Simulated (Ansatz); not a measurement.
This script for Ansatz's Python interface starts 5 runs on B2H4O, SMILES BBO. What input does the engine get in each?

The script, `b2h4o.py`:
```python
"""One bond of B2H4O held at set lengths while the rest relaxes."""

import ansatz as az
from ase import Atoms
import numpy as np

BASIS = "def2-SVP"
FUNCTIONAL = "HF"


def main() -> None:
    atoms = Atoms(["B", "B", "O", "H", "H", "H", "H"], positions=[
        (-0.8874, 0.161, -0.5943),
        (0.2967, 0.2188, 0.4965),
        (0.9439, -1.0196, 0.8448),
        (-1.1924, -0.7995, -1.113),
        (-1.4837, 1.2045, -0.9085),
        (0.6243, 1.2545, 1.0023),
        (1.7598, -1.0878, 0.2266),
    ])
    mol = az.Crystal.molecule_from_ase(atoms)

    base = (
        mol.calculation()
        .basis(gaussian=BASIS)
        .functional(FUNCTIONAL)
    )
    symbols = [site.symbol for site in mol.cartesian_sites]
    pairs = [(0, 1), (0, 3), (0, 4), (1, 2), (1, 5), (2, 6)]
    print("held (A)   E (eV)        ", "  ".join(f"{symbols[i]}{i}-{symbols[j]}{j}" for i, j in pairs))
    for length in [1.14, 1.24, 1.34, 1.49, 1.68]:
        rep = base.relax(constraints=[az.DistanceConstraint((0, 4), at=length)], force_tolerance=0.02, max_steps=60).run(threads=1, backend="cpu").report
        xyz = np.array(rep["positions_ang"])
        print(f"{length:6.2f} {rep['free_energy_ev']:14.5f}  ", "  ".join(f"{np.linalg.norm(xyz[i] - xyz[j]):.3f}" for i, j in pairs))


if __name__ == "__main__":
    main()
```

Run 1:
```yaml
crystal:
  periodic: [false, false, false]
  atoms:
    - { symbol: B, position_ang: [-0.8874, 0.161, -0.5943] }
    - { symbol: B, position_ang: [0.2967, 0.2188, 0.4965] }
    - { symbol: O, position_ang: [0.9439, -1.0196, 0.8448] }
    - { symbol: H, position_ang: [-1.1924, -0.7995, -1.113] }
    - { symbol: H, position_ang: [-1.4837, 1.2045, -0.9085] }
    - { symbol: H, position_ang: [0.6243, 1.2545, 1.0023] }
    - { symbol: H, position_ang: [1.7598, -1.0878, 0.2266] }
basis:
  gaussian:
    orbitals: def2-SVP
hamiltonian:
  xc: hf
relax:
  f_tol: 0.02
  max_steps: 60
  constraints:
    - { distance: [0, 4], at: 1.14 }
```

Run 2, against run 1:
```diff
-    - { distance: [0, 4], at: 1.14 }
+    - { distance: [0, 4], at: 1.24 }
```

Run 3, against run 1:
```diff
-    - { distance: [0, 4], at: 1.14 }
+    - { distance: [0, 4], at: 1.34 }
```

Run 4, against run 1:
```diff
-    - { distance: [0, 4], at: 1.14 }
+    - { distance: [0, 4], at: 1.49 }
```

Run 5, against run 1:
```diff
-    - { distance: [0, 4], at: 1.14 }
+    - { distance: [0, 4], at: 1.68 }
```

```console
$ python b2h4o.py
held (A)   E (eV)         B0-B1  B0-H3  B0-H4  B1-O2  B1-H5  O2-H6
DeckWarning: relax.constraints: the input's atoms, or those drawn, lie off the distances that are held; a relaxation that starts there is brought onto them ahead of its first SCF, by positions alone, an atom by 5.11e-2 Å at the most. With the symmetry [...]
  1.14    -3441.31522   1.710  1.204  1.140  1.351  1.214  0.944
  1.24    -3441.35507   1.709  1.203  1.240  1.350  1.214  0.944
  1.34    -3441.18716   1.708  1.201  1.340  1.349  1.213  0.944
  1.49    -3440.72284   1.707  1.198  1.490  1.349  1.212  0.944
  1.68    -3439.98517   1.704  1.195  1.680  1.347  1.211  0.944
```
(Warnings from the package without file and line, shortened, repeats left out.)

Reading the output:
- Total energies depend on the basis set; only differences at equal settings carry meaning.
- The energies are electronic: no zero-point or thermal terms, and the basis set is short of its limit.
- The whole script took 45 s on 1 thread of Arm Neoverse V1, on a shared host, peak memory 0.18 GiB.
